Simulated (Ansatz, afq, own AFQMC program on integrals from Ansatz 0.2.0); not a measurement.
**Where AFQMC and coupled cluster stand for SiClF, singlet**

```xyz
3

F     0.6377   -1.2391    0.2064
Si   -0.6175   -0.3801   -0.3761
Cl   -0.0312    1.5544    0.1564
```

Connectivity, by distances: F–Si–Cl.

Basis def2-TZVP. Noble-gas cores (and the filled d shells of Ga–Kr and In–Xe) are frozen. AFQMC by an in-house program on the Cholesky factors that Ansatz 0.2.0 writes for its CCSD(T) run. The CISD trial takes its coefficients from CCSD amplitudes. Released means that phaseless walkers are propagated on without the constraint, phases kept. Uncertainties: one standard error, sampling alone.

Determinant: UHF, the one that the program's search chose, which needn't be the lowest solution. The geometry is a PBE0/def2-SVP stationary point of this or a neighbouring charge and spin state.

No full CI on the walks' own integrals is used here; CCSDT(Q) serves as the reference and is uncertain by about the last step of the cluster series.

Cautions: the determinant is a saddle point among determinants of its kind.

```
T1 diagnostic                               : 0.0141
weight of the determinant in the CISD state : 0.830
⟨S²⟩ of the determinant                     : 0.000
size of the correlated space                : 18 electrons in 94 orbitals
```

Reference: CCSDT(Q), correlation energy -15.747 eV. The released energy is read at 1.50 1/Eh (meV from the phaseless value at times in 1/Eh: -9 ± 7 at 0.24, -1 ± 10 at 0.51, -13 ± 11 at 0.99, -21 ± 15 at 1.50).

| level | E − E(reference) (kJ/mol) | share of correlation (%) |
| --- | --- | --- |
| HF | 1519.3 | 0.00 |
| MP2 | 126.8 | 91.65 |
| CCSD | 61.0 | 95.99 |
| CCSD(T) | 5.2 | 99.66 |
| CCSDT | 3.0 | 99.80 |
| ph-AFQMC/HF | -10.6 ± 4.4 | 100.70 |
| ph-AFQMC/CISD | 0.8 ± 0.8 | 99.95 |
| released AFQMC | -1.2 ± 1.4 | 100.08 |

A walk keeps the symmetry of its determinant, which the program's search chose and which needn't be the lowest solution, so a lower state of the same spin and another symmetry isn't excluded. Released energies are given only where the last usable release times agree within the noise; a slower fall can still hide under it.
